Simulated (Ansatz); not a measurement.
Input file for C3H6O2 (`C1COCO1`):

```yaml
crystal:
  periodic: [false, false, false]
  atoms:
    - {symbol: C, position_ang: [0.031835, 0.987523, -0.430170]}
    - {symbol: C, position_ang: [-0.038990, -0.455439, -0.969188]}
    - {symbol: O, position_ang: [-0.455969, -1.220809, 0.144773]}
    - {symbol: C, position_ang: [-0.069192, -0.473846, 1.260021]}
    - {symbol: O, position_ang: [-0.308945, 0.864975, 0.938077]}
    - {symbol: H, position_ang: [1.038440, 1.406748, -0.543637]}
    - {symbol: H, position_ang: [-0.686642, 1.659881, -0.901028]}
    - {symbol: H, position_ang: [-0.772123, -0.585160, -1.766000]}
    - {symbol: H, position_ang: [0.940386, -0.794680, -1.327572]}
    - {symbol: H, position_ang: [1.002494, -0.632408, 1.477671]}
    - {symbol: H, position_ang: [-0.681285, -0.756783, 2.117052]}
basis:
  gaussian: {orbitals: def2-TZVPP}
correlation: {method: ccsd_t}
output: {orbitals: {seedname: orbitals}}
```

```sh
$ ansatz run in.yaml --threads 4 --pin off --events-out ev --progress --plain --max-ram 10444MiB
```

Output of Ansatz, abridged:

```
Functional definition: HF
1454 factors; integrals over basis functions are off by at most 1.1e-3 eV
mean field evaluation 1: about -7259.6127 eV, gradient 3.5e1 eV
mean field evaluation 2: about -7259.9597 eV, gradient 3.5e1 eV
mean field evaluation 4: about -7262.7630 eV, gradient 4.7e0 eV
mean field evaluation 8: about -7262.8176 eV, gradient 2.0e-1 eV
mean field -7262.81771049 eV, -266.9036279458 hartree, gradient 1.9e-6 eV, S^2 0.000000; 0 other end points of the search recorded, 0 dependent functions left out
5 core orbitals not correlated: weight in the atoms' cores, before any rotation towards them, 1.000 or more for the frozen orbitals, at most 0.000 for the correlated occupied ones
reference -7262.81771049 eV, -266.9036279458 hartree; 15, 15 occupied and 219, 219 virtual orbitals, 1454 factors
second order -26.39701275 eV of doubles, -0.00000000 eV of singles
cycle   1  -26.46884779 eV  change   -7.2e-2 eV  update   1.0e-1
cycle   2  -27.08957166 eV  change   -6.2e-1 eV  update   2.9e-2
cycle   3  -27.22405372 eV  change   -1.3e-1 eV  update   1.4e-2
cycle   4  -27.21147187 eV  change    1.3e-2 eV  update   3.1e-3
cycle   5  -27.21159826 eV  change   -1.3e-4 eV  update   1.6e-3
cycle   6  -27.21268430 eV  change   -1.1e-3 eV  update   5.1e-4
cycle   7  -27.21238086 eV  change    3.0e-4 eV  update   2.0e-4
cycle   8  -27.21228880 eV  change    9.2e-5 eV  update   5.8e-5
cycle   9  -27.21230642 eV  change   -1.8e-5 eV  update   1.9e-5
perturbative correction -1.08026659 eV, -0.0396990651 hartree
Total energy: -7291.11028351 eV, -267.9433608268 hartree
```

Run time 110 s (4 threads of an Arm Neoverse V2 on a shared host); peak host memory 5 GiB.

MP2 recovers 93.3 % of the CCSD(T) correlation energy and the triples give 3.8 %; T1 = 0.0113.
